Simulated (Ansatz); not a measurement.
# P2+ (doublet): small, medium and large basis sets

The task here is to estimate one member of a computed series from the others.

Program: Ansatz 0.2.0, Gaussian basis. Level of theory: one geometry, several basis sets. These are calculated values, not measurements.

The runs, in order: PBE0-D4/def2-SVP; ωB97M-V/def2-SVP; PBE0-D4/def2-QZVPP; ωB97M-V/def2-QZVPP; CCSD(T)/cc-pV(D+d)Z; CCSD(T)/cc-pV(T+d)Z; CCSD(T)/cc-pV(Q+d)Z; the functionals' def2-TZVPP values are taken from earlier runs.

### Structure used throughout

All runs share one geometry, relaxed beforehand with PBE0-D4 in a triple-zeta def2 set.

SMILES `P#[P+]`, 2 atoms, charge 1, spin multiplicity 2.

Atoms are counted from 1 here; the program's logs count them from 0.

Bond lengths: P1–P2 1.966 Å.

The first run:

Input file in.yaml:

```yaml
crystal:
  periodic: [false, false, false]
  atoms:
    - {symbol: P, position_ang: [-0.835142, 0.299211, -0.422965]}
    - {symbol: P, position_ang: [0.835142, -0.299211, 0.422965]}
basis:
  gaussian: {orbitals: def2-SVP}
total_charge: 1
magnetization: {spin_polarized: true, initial_magnetization: 1}
hamiltonian: {xc: pbe0, dispersion: d4}
output: {orbitals: {seedname: orbitals}}
```

The run is started by

```bash
$ ansatz run in.yaml --threads 2 --pin off --events-out ev --progress --plain --max-ram 32768MiB --backend cpu
```

Among the steps run: PBE0-D4 in def2-SVP; ωB97M-V in def2-SVP; PBE0-D4 in def2-QZVPP; ωB97M-V in def2-QZVPP.

One of the session's tables, all rows but one given; the rest of the session is left out.

It belongs to the step «Functionals by basis». 

```
functional       basis  HOMO (eV)  LUMO (eV)
   PBE0-D4    def2-SVP     -15.10     -12.79
   PBE0-D4  def2-TZVPP          ?          ?
   PBE0-D4  def2-QZVPP     -14.94     -12.52
   ωB97M-V    def2-SVP     -17.00     -10.60
   ωB97M-V  def2-TZVPP     -16.84     -10.36
   ωB97M-V  def2-QZVPP     -16.85     -10.36
```

**Question.** Estimate the row for PBE0-D4, def2-TZVPP.

**Answer.** HOMO (eV): -14.94; LUMO (eV): -12.53.
